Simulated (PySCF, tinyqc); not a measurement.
FCI on RHF in the sto-3g basis, for OH-, spin multiplicity 1, step by step. The basis has no diffuse functions, so it cannot describe the extra electron: this is an exercise in the method, not the real anion. The lowest restricted solution is unstable here: a spin-polarised one lies 0.0041 hartree lower (PySCF). Computed by tinyqc, a small Python program that keeps every step (integrals from PySCF). Settings: charge = -1, multiplicity = 1, basis = sto-3g, method = RHF, energy threshold = 1e-10, iteration cap = 87, orthogonalisation = canonical, start = core, DIIS depth = 6, ci = FCI. Command: `OMP_NUM_THREADS=1 python tinyqc.py 27489 27490 out.jsonl` (the two numbers bound the seeds that draw the settings). One thread of a shared host (Intel(R) Xeon(R) Processor @ 2.60GHz), about 0.1 s of CPU time with the checks. The early iterations of the SCF are left out here.

## One-electron integrals

Geometry (angstrom):

| atom | x | y | z |
|---|---|---|---|
| O | 0.00000 | 0.00000 | 0.00000 |
| H | 0.00000 | 0.00000 | 1.58600 |

Basis sto-3g: exponents (1/bohr^2) and contraction coefficients of normalised primitives:

| element | l (shell) | exponent | coefficient |
|---|---|---|---|
| O | s (1) | 130.70932 | 0.15433 |
| O | s (1) | 23.80886 | 0.53533 |
| O | s (1) | 6.44361 | 0.44463 |
| O | s (2) | 5.03315 | -0.09997 |
| O | s (2) | 1.16960 | 0.39951 |
| O | s (2) | 0.38039 | 0.70012 |
| O | p (3) | 5.03315 | 0.15592 |
| O | p (3) | 1.16960 | 0.60768 |
| O | p (3) | 0.38039 | 0.39196 |
| H | s (1) | 3.42525 | 0.15433 |
| H | s (1) | 0.62391 | 0.53533 |
| H | s (1) | 0.16886 | 0.44463 |

Overlap, kinetic and nuclear-attraction integrals over the contracted functions; the nuclear repulsion is the sum of Za Zb / Rab.

nuclear repulsion = 2.6692419 hartree

overlap S, lower triangle:
```
          1O 1s    1O 2s   1O 2px   1O 2py   1O 2pz    2H 1s
1O 1s   1.00000
1O 2s   0.23670  1.00000
1O 2px  0.00000  0.00000  1.00000
1O 2py  0.00000  0.00000  0.00000  1.00000
1O 2pz  0.00000  0.00000  0.00000  0.00000  1.00000
2H 1s   0.01274  0.17008  0.00000  0.00000  0.17232  1.00000
```

kinetic energy T (hartree), lower triangle:
```
           1O 1s     1O 2s   1O 2px   1O 2py   1O 2pz    2H 1s
1O 1s   29.00320
1O 2s   -0.16801   0.80813
1O 2px   0.00000   0.00000  2.52873
1O 2py   0.00000   0.00000  0.00000  2.52873
1O 2pz   0.00000   0.00000  0.00000  0.00000  2.52873
2H 1s   -0.00359  -0.01221  0.00000  0.00000  0.02136  0.76003
```

nuclear attraction V (hartree), lower triangle:
```
            1O 1s     1O 2s    1O 2px    1O 2py    1O 2pz     2H 1s
1O 1s   -60.95211
1O 2s    -7.26206  -9.38554
1O 2px    0.00000   0.00000  -9.30208
1O 2py    0.00000   0.00000   0.00000  -9.30208
1O 2pz   -0.00565  -0.07129   0.00000   0.00000  -9.33498
2H 1s    -0.39990  -1.08384   0.00000   0.00000  -0.93562  -3.88843
```

core Hamiltonian H = T + V (hartree), lower triangle:
```
            1O 1s     1O 2s    1O 2px    1O 2py    1O 2pz     2H 1s
1O 1s   -31.94891
1O 2s    -7.43007  -8.57741
1O 2px    0.00000   0.00000  -6.77335
1O 2py    0.00000   0.00000   0.00000  -6.77335
1O 2pz   -0.00565  -0.07129   0.00000   0.00000  -6.80625
2H 1s    -0.40349  -1.09605   0.00000   0.00000  -0.91425  -3.12840
```

## Two-electron integrals

Functions are numbered as in S; the eight-fold symmetry (ij|kl) = (ji|kl) = (kl|ij) leaves the list below.

Two-electron integrals (ij|kl) in chemists' order, unique and non-zero (hartree):
```
(11|11) 4.78507   (21|11) 0.74138   (21|21) 0.13687   (22|11) 1.11895
(22|21) 0.25663   (22|22) 0.81721   (31|31) 0.02448   (32|31) 0.03781
(32|32) 0.18052   (33|11) 1.11581   (33|21) 0.25668   (33|22) 0.81702
(33|33) 0.88016   (41|41) 0.02448   (42|41) 0.03781   (42|42) 0.18052
(43|43) 0.04744   (44|11) 1.11581   (44|21) 0.25668   (44|22) 0.81702
(44|33) 0.78527   (44|44) 0.88016   (51|51) 0.02448   (52|51) 0.03781
(52|52) 0.18052   (53|53) 0.04744   (54|54) 0.04744   (55|11) 1.11581
(55|21) 0.25668   (55|22) 0.81702   (55|33) 0.78527   (55|44) 0.78527
(55|55) 0.88016   (61|11) 0.04034   (61|21) 0.00739   (61|22) 0.01380
(61|33) 0.01378   (61|44) 0.01378   (61|51) 0.00031   (61|52) 0.00059
(61|55) 0.01384   (61|61) 0.00040   (62|11) 0.12290   (62|21) 0.02865
(62|22) 0.10451   (62|33) 0.10269   (62|44) 0.10269   (62|51) 0.00209
(62|52) 0.01778   (62|55) 0.10803   (62|61) 0.00158   (62|62) 0.01849
(63|31) 0.00267   (63|32) 0.01672   (63|53) 0.00348   (63|63) 0.00235
(64|41) 0.00267   (64|42) 0.01672   (64|54) 0.00348   (64|64) 0.00235
(65|11) 0.10108   (65|21) 0.02383   (65|22) 0.09300   (65|33) 0.08921
(65|44) 0.08921   (65|51) 0.00408   (65|52) 0.03070   (65|55) 0.10048
(65|61) 0.00135   (65|62) 0.02008   (65|65) 0.02392   (66|11) 0.33269
(66|21) 0.07872   (66|22) 0.33067   (66|33) 0.32122   (66|44) 0.32122
(66|51) 0.00551   (66|52) 0.06734   (66|55) 0.34935   (66|61) 0.00433
(66|62) 0.08310   (66|65) 0.10427   (66|66) 0.77461
```

## Orthogonalisation

S = U s U^T; canonical form X = U s^(-1/2), so that X^T S X = 1. Each column of U has its largest component positive (the first on a tie).

eigenvalues of S: 0.69388  0.86292  1.00000  1.00000  1.12435  1.31885

X:
```
               1         2        3         4         5        6
1O 1s   -0.58342   0.56039  0.00000   0.00000  -0.46698  0.43332
1O 2s    0.78704  -0.29537  0.00000   0.00000  -0.26968  0.55969
1O 2px   0.00000   0.00000  0.99258  -0.12157   0.00000  0.00000
1O 2py   0.00000   0.00000  0.12157   0.99258   0.00000  0.00000
1O 2pz   0.34033   0.68115  0.00000   0.00000   0.62740  0.24113
2H 1s   -0.60458  -0.54185  0.00000   0.00000   0.45274  0.44618
```

Within a degenerate level the vectors are fixed only up to a rotation; this is one choice.

## Iteration 8 (converged): orbitals

converged F (hartree), lower triangle:
```
            1O 1s     1O 2s   1O 2px   1O 2py    1O 2pz    2H 1s
1O 1s   -19.61583
1O 2s    -5.01825  -1.87357
1O 2px    0.00000   0.00000  0.10806
1O 2py    0.00000   0.00000  0.00000  0.10806
1O 2pz   -0.00921   0.03806  0.00000  0.00000   0.57228
2H 1s    -0.27663  -0.25337  0.00000  0.00000  -0.19808  0.17530
```

Diagonalise F' = X^T F X, C = X C', fill 5 alpha and 5 beta electrons from the bottom; D = 2 C_occ C_occ^T. Each column has its largest component positive (the first on a tie).

F' = X^T F X (hartree), lower triangle:
```
          1         2        3        4         5         6
1  -2.94700
2   4.16651  -4.13454
3   0.00000   0.00000  0.10806
4   0.00000   0.00000  0.00000  0.10806
5  -3.88946   5.10040  0.00000  0.00000  -5.35780
6   4.21510  -5.25409  0.00000  0.00000   6.17411  -6.90386
```

orbital energies (hartree): MO1 -19.62377, MO2 -0.63313, MO3 0.10806, MO4 0.10806, MO5 0.12070, MO6 0.79299

coefficients C:
```
             MO1       MO2      MO3       MO4       MO5       MO6
1O 1s    0.99478  -0.25993  0.00000   0.00000   0.04371  -0.03452
1O 2s    0.02128   1.00848  0.00000   0.00000  -0.21816   0.16606
1O 2px   0.00000   0.00000  0.39464   0.91883   0.00000   0.00000
1O 2py   0.00000   0.00000  0.91883  -0.39464   0.00000   0.00000
1O 2pz   0.00074  -0.02700  0.00000   0.00000   0.42759   0.92087
2H 1s   -0.00209   0.09242  0.00000   0.00000   0.84239  -0.58738
```

D after iteration 8, lower triangle:
```
           1O 1s     1O 2s   1O 2px   1O 2py   1O 2pz    2H 1s
1O 1s    2.11813
1O 2s   -0.50101   2.13016
1O 2px   0.00000   0.00000  2.00000
1O 2py   0.00000   0.00000  0.00000  2.00000
1O 2pz   0.05290  -0.24099  0.00000  0.00000  0.36712
2H 1s    0.02144  -0.18124  0.00000  0.00000  0.71539  1.43633
```

Within a degenerate level the vectors are fixed only up to a rotation; this is one choice.

## Convergence

Stop when the energy changes by less than 1e-10 hartree and every element of the error matrix X^T (F D S - S D F) X is below 3e-06.

Course of the cycle:

| iteration | E (hartree) | change | largest element of the error matrix |
|---|---|---|---|
| 1 | -72.9000095 | - | 2.30e-01 |
| 2 | -73.8679050 | -9.68e-01 | 2.37e-01 |
| 3 | -73.9522620 | -8.44e-02 | 1.36e-01 |
| 4 | -73.9859595 | -3.37e-02 | 4.52e-02 |
| 5 | -73.9895938 | -3.63e-03 | 1.16e-02 |
| 6 | -73.9898186 | -2.25e-04 | 4.83e-05 |
| 7 | -73.9898186 | -3.61e-09 | 2.87e-06 |
| 8 | -73.9898186 | -1.49e-11 | 2.64e-08 |

PySCF RHF in the same basis = -73.9898186 hartree

Converged in 8 iterations.

## Integrals over molecular orbitals

(pq|rs) = sum C_ip C_jq C_kr C_ls (ij|kl), one index at a time.

one-electron integrals over orbitals h = C^T H C (hartree), lower triangle:
```
           1         2         3         4         5         6
1  -31.93301
2    0.62792  -7.19497
3    0.00000   0.00000  -6.77335
4    0.00000   0.00000   0.00000  -6.77335
5   -0.10160   0.46812   0.00000   0.00000  -4.06432
6    0.08183  -0.38942   0.00000   0.00000  -1.62515  -5.87547
```

Two-electron integrals over orbitals (pq|rs), unique and non-zero (hartree):
```
(11|11) 4.74898    (21|11) -0.46717   (21|21) 0.07212    (22|11) 1.09599
(22|21) -0.02089   (22|22) 0.77488    (31|31) 0.02589    (32|31) 0.03551
(32|32) 0.16845    (33|11) 1.11537    (33|21) -0.01371   (33|22) 0.79311
(33|33) 0.88016    (41|41) 0.02589    (42|41) 0.03551    (42|42) 0.16845
(43|43) 0.04744    (44|11) 1.11537    (44|21) -0.01371   (44|22) 0.79311
(44|33) 0.78527    (44|44) 0.88016    (51|11) 0.07803    (51|21) -0.01237
(51|22) 0.00300    (51|33) 0.00235    (51|44) 0.00235    (51|51) 0.00702
(52|11) -0.11770   (52|21) 0.00325    (52|22) -0.06391   (52|33) -0.06692
(52|44) -0.06692   (52|51) 0.00730    (52|52) 0.06627    (53|31) -0.00539
(53|32) -0.02320   (53|53) 0.01481    (54|41) -0.00539   (54|42) -0.02320
(54|54) 0.01481    (55|11) 0.51886    (55|21) -0.00335   (55|22) 0.44892
(55|33) 0.43518    (55|44) 0.43518    (55|51) 0.00064    (55|52) 0.04010
(55|55) 0.61167    (61|11) -0.06225   (61|21) 0.00904    (61|22) -0.00415
(61|33) -0.00187   (61|44) -0.00187   (61|51) 0.00876    (61|52) 0.01671
(61|55) 0.00021    (61|61) 0.02286    (62|11) 0.07199    (62|21) -0.00315
(62|22) 0.03286    (62|33) 0.04167    (62|44) 0.04167    (62|51) 0.01423
(62|52) 0.06869    (62|55) 0.01198    (62|61) 0.02782    (62|62) 0.12615
(63|31) 0.00427    (63|32) 0.01730    (63|53) 0.01766    (63|63) 0.03870
(64|41) 0.00427    (64|42) 0.01730    (64|54) 0.01766    (64|64) 0.03870
(65|11) 0.32154    (65|21) -0.00492   (65|22) 0.19562    (65|33) 0.19634
(65|44) 0.19634    (65|51) -0.00114   (65|52) -0.06555   (65|55) -0.08176
(65|61) -0.00538   (65|62) -0.00082   (65|65) 0.18255    (66|11) 0.95700
(66|21) -0.01192   (66|22) 0.68931    (66|33) 0.68168    (66|44) 0.68168
(66|51) 0.00548    (66|52) -0.01599   (66|55) 0.52905    (66|61) 0.00563
(66|62) 0.05332    (66|65) 0.12158    (66|66) 0.70195
```

## FCI: determinants and Hamiltonian

Hartree-Fock energy = -73.9898186 hartree

Slater-Condon rules over spin orbitals, with the nuclear repulsion added and E(HF) subtracted on the diagonal. Only determinants linked to the reference directly or through others are kept (one block of an abelian symmetry group), so some states are absent.

Occupation strings over the orbitals (2 doubly, a alpha, b beta, 0 empty; spin orbitals ordered 1a 1b 2a 2b ...): 222220 2222ab 2a222b a2222b 2222ba 2b222a b2222a 222202 2a22b2 a222b2 222022 220222 2b22a2 202222 ab2222 b222a2 ba2222 022222

H - E(HF) between determinants (hartree), lower triangle:
```
          222220    2222ab    2a222b    a2222b    2222ba    2b222a    b2222a    222202
222220   0.00000
2222ab   0.00000   0.32580
2a222b   0.00000   0.01517   0.86296
a2222b   0.00000  -0.01086   0.03974  19.48262
2222ba   0.00000  -0.18255   0.00082   0.00538   0.32580
2b222a   0.00000   0.00082  -0.12615  -0.02782   0.01517   0.86296
b2222a   0.00000   0.00538  -0.02782  -0.02286  -0.01086   0.03974  19.48262
222202   0.18255   0.20334   0.06555   0.00114  -0.20334  -0.06555  -0.00114   0.90712
2a22b2   0.00082  -0.06555   0.07405  -0.00492   0.04134  -0.06869  -0.01423  -0.07126
a222b2   0.00538  -0.00114  -0.00492   0.19996   0.00542  -0.01671  -0.00876   0.01570
222022   0.03870  -0.01766  -0.01730  -0.00427   0.01766   0.01730   0.00427   0.01481
220222   0.03870  -0.01766  -0.01730  -0.00427   0.01766   0.01730   0.00427   0.01481
2b22a2  -0.00082   0.04134  -0.06869  -0.01423  -0.06555   0.07405  -0.00492   0.07126
202222   0.12615  -0.06869   0.02046   0.00315   0.06869  -0.02046  -0.00315   0.06627
ab2222  -0.02782   0.01423  -0.00315   0.01867  -0.01671   0.00978  -0.00904  -0.00730
b222a2  -0.00538   0.00542  -0.01671  -0.00876  -0.00114  -0.00492   0.19996  -0.01570
ba2222   0.02782  -0.01671   0.00978  -0.00904   0.01423  -0.00315   0.01867   0.00730
022222   0.02286  -0.00876  -0.00904   0.06789   0.00876   0.00904  -0.06789   0.00702

          2a22b2    a222b2    222022    220222    2b22a2    202222    ab2222    b222a2
2a22b2   1.12127
a222b2   0.04830  19.54317
222022   0.02320   0.00539   0.30267
220222   0.02320   0.00539   0.04744   0.30267
2b22a2  -0.06627  -0.00730  -0.02320  -0.02320   1.12127
202222   0.03276  -0.00325   0.16845   0.16845  -0.03276   1.82412
ab2222   0.00325  -0.08655  -0.03551  -0.03551   0.01334  -0.03076  20.49721
b222a2  -0.00730  -0.00702  -0.00539  -0.00539   0.04830   0.00325   0.01237  19.54317
ba2222   0.01334   0.01237   0.03551   0.03551   0.00325   0.03076  -0.07212  -0.08655
022222   0.01237  -0.06169   0.02589   0.02589  -0.01237   0.07212   0.41551   0.06169

          ba2222    022222
ba2222  20.49721
022222  -0.41551  42.50217
```

## FCI: roots

Diagonalise (each vector has its largest component positive (the first on a tie)); all determinants have Ms = 0, so triplets appear too. The lowest singlet root is the correlation energy.

lowest roots of this matrix, relative to E(HF) (hartree): -0.05005  0.14216  0.25522  0.29755  0.36957  0.73713  0.83433  1.05559

lowest vectors:
```
          root 1    root 2    root 3    root 4
222220   0.96825   0.00000   0.00000  -0.00444
2222ab   0.06630   0.70659   0.00000   0.24947
2a222b   0.01187  -0.01918   0.00000   0.05408
a2222b   0.00001   0.00023   0.00000   0.00035
2222ba  -0.06630   0.70659   0.00000  -0.24947
2b222a  -0.01187  -0.01918   0.00000  -0.05408
b2222a  -0.00001   0.00023   0.00000  -0.00035
222202  -0.21040   0.00000   0.00000  -0.20143
2a22b2  -0.00500   0.01887   0.00000  -0.02406
a222b2  -0.00004  -0.00022   0.00000  -0.00009
222022  -0.06052   0.00000   0.70711   0.63870
220222  -0.06052   0.00000  -0.70711   0.63870
2b22a2   0.00500   0.01887   0.00000   0.02406
202222  -0.04204   0.00000   0.00000  -0.10972
ab2222   0.00087   0.00008   0.00000   0.00164
b222a2   0.00004  -0.00022   0.00000   0.00009
ba2222  -0.00087   0.00008   0.00000  -0.00164
022222  -0.00032   0.00000   0.00000  -0.00045
```

<S^2> of these roots: 0.00000  2.00000  0.00000  0.00000  0.00000  2.00000  0.00000  2.00000

weight of the ground state by excitation level 0, 1, 2, ...: 0.93751  0.00907  0.05341
